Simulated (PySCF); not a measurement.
## Trend along the third period: MB cations

CCSD(T) with double-zeta basis sets in PySCF, for the lowest determinant that a PBE0 search found; no spin–orbit coupling. De refers to high-spin ground-configuration atoms (the charge goes to the atom of lower measured ionisation energy or higher electron affinity, which is not always the lowest computed limit).

| M | basis | reference, frozen orbitals | charged atom | state (unpaired electrons) | Re (Å) | ωe (cm⁻¹) | De (eV) |
| --- | --- | --- | --- | --- | --- | --- | --- |
| Na | aug-pcseg-1 | UHF, 2 | Na+ | doublet (σ ↑) | 3.007 | 172 | 0.48 |
| Mg | cc-pVDZ | RHF, 2 | Mg+ | singlet (closed shell) | 2.600 | 342 | 1.60 |
| Al | aug-cc-pV(D+d)Z/aug-cc-pVDZ | UHF, 6 | Al+ | doublet (σ ↑) | 2.787 | 233 | 0.71 |
| Si | 6-31G(d,p) | UHF, 6 | Si+ | triplet (σ ↑, π ↑) | 2.120 | 515 | 2.34 |
| P | jorge-DZP-DKH | UHF, 6 | B+ | quartet (σ ↑, π ↑↑) | 1.913 | 647 | 1.81 |
| Cl | aug-cc-pVDZ/aug-cc-pV(D+d)Z | UHF, 6 | B+ | doublet (σ ↑) | 1.621 | 1118 | 3.16 |

The shortest bond is that of BCl⁺ (1.621 Å), the longest that of NaB⁺ (3.007 Å). BCl⁺ is bound most strongly (3.16 eV) and NaB⁺ least (0.48 eV).

The rows differ in basis set, which adds steps of its own.

The state changes along the series, so neighbouring rows are not always alike in their bonding.

Correlated steps freeze the inner cores (2 to 6 orbitals); shallow outer-core shells are correlated. Weak bonds: NaB⁺. Basis-set superposition, not corrected here, can be much of De in a small basis, most of all at correlated wavefunction levels. For an ion De counts to the pair picked by the measured ionisation energies or electron affinities, which need not be the lowest pair at this level. Where the molecule has an RHF reference, its open-shell atoms are computed with UHF. The CCSD T1 diagnostic is raised in BP⁺, a sign that a single reference may not be enough there. States were picked by a PBE0 search and need not be the measured ground states.
